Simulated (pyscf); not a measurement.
One addition across a multiple bond or ene-type step on the singlet surface with elements of a group swapped. CCSD(T)/def2-TZVPP + ΔMP2(QZVPP), eV, from the separated reactants. PySCF, gas phase, ωB97X-D3(BJ)/def2-SVP geometries. Correlated levels are frozen-core, on RHF or UHF. ΔMP2 is the change of the MP2 total energy from the triple- to the quadruple-zeta basis.

| step | barrier | reaction energy | imaginary mode (i cm⁻¹) |
|---|---|---|---|
| `[O]=[B][OH]` + `[ClH]` → `[OH][B]([OH])[Cl]` | (withheld) | (withheld) | 1310 |
| `[O]=[B][OH]` + `[FH]` → `[OH][B]([OH])[F]` | 0.31 | -2.50 | 1001 |

Some entries are withheld; supply them.


- `[O]=[B][OH]` + `[ClH]` → `[OH][B]([OH])[Cl]`, barrier: 0.41
- `[O]=[B][OH]` + `[ClH]` → `[OH][B]([OH])[Cl]`, reaction energy: -1.92

Row 1: On the reactant side the descent ends in a complex, 0.28 eV under the separated species and 0.57 eV under the saddle at ωB97X-D3(BJ)/def2-TZVP. Row 2: On the reactant side the descent ends in a bound adduct, 0.39 eV under the separated species and 0.55 eV under the saddle at ωB97X-D3(BJ)/def2-TZVP. Each row is the saddle that its search found. The CCSD(T) − MP2 part came from Ansatz, without density fitting, on the same reference.
